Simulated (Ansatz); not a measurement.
**C3H3F (SMILES C=C=CF): one structure at several levels**

An exercise on one series of results from a longer session: the logs are not shown, and one member is left open.

Computed with Ansatz 0.2.0, Gaussian basis. Level: single points in def2-TZVPP.

Correlated methods freeze the cores.

### Starting geometry

SMILES `C=C=CF`, 7 atoms, charge 0, spin multiplicity 1.

Atoms are counted from 1 here; the program's logs count them from 0.

Bond lengths: C1–C2 1.254 Å, C1–H5 1.188 Å, C1–H6 0.992 Å, C2–C3 1.300 Å, C3–F4 1.360 Å, C3–H7 1.133 Å. Angles: C2–C1–H5 112.9°, C2–C1–H6 131.8°, H5–C1–H6 114.7°, C1–C2–C3 176.5°, C2–C3–F4 117.3°, C2–C3–H7 123.6°, F4–C3–H7 117.9°.

Coordinates:

```xyz
7

C    -0.8234    1.0260   -0.0683
C    -0.0120    0.0805    0.0769
C     0.8535   -0.8868    0.1526
F     0.9542   -1.7201   -0.9176
H    -1.8899    0.7963    0.4023
H    -0.7039    1.9565   -0.3896
H     1.6532   -0.9517    0.9519
```

The first run:

run/in.yaml

```yaml
crystal:
  periodic: [false, false, false]
  atoms:
    - {symbol: C, position_ang: [-0.823400, 1.026000, -0.068300]}
    - {symbol: C, position_ang: [-0.012000, 0.080500, 0.076900]}
    - {symbol: C, position_ang: [0.853500, -0.886800, 0.152600]}
    - {symbol: F, position_ang: [0.954200, -1.720100, -0.917600]}
    - {symbol: H, position_ang: [-1.889900, 0.796300, 0.402300]}
    - {symbol: H, position_ang: [-0.703900, 1.956500, -0.389600]}
    - {symbol: H, position_ang: [1.653200, -0.951700, 0.951900]}
basis:
  gaussian: {orbitals: def2-TZVPP}
correlation: {method: ccsd_t}
output: {forces: true}
```

The command line of these runs was not kept.

Steps of the session up to this table: CCSD(T)/def2-TZVPP; PBE0-D4/def2-TZVPP; wB97M-V/def2-TZVPP; r2SCAN-D4/def2-TZVPP; PBE-D4/def2-TZVPP; r2SCAN0-D4/def2-TZVPP; SPW92/def2-TZVPP.

One of the session's tables, all rows but one given; the rest of the session is left out.

| method | RMS force component (eV/Å) | angle to CCSD(T) forces (°) | dipole (D) |
| --- | --- | --- | --- |
| CCSD(T) | 2.047 | reference | 1.81 |
| PBE0-D4 | 1.971 | 8.1 | 1.81 |
| wB97M-V | 1.979 | 6.7 | 1.83 |
| r2SCAN-D4 | 1.938 | 7.7 | 1.74 |
| PBE-D4 | 1.936 | 7.3 | 1.67 |
| r2SCAN0-D4 | ? | ? | ? |
| SPW92 | 1.916 | 12.3 | 1.77 |

**Question.** Estimate the row for r2SCAN0-D4.

**Answer.** RMS force component (eV/Å): 1.976; angle to CCSD(T) forces (°): 9.7; dipole (D): 1.86. In the column «RMS force component (eV/Å)» it lies between PBE0-D4 (1.971) and wB97M-V (1.979).
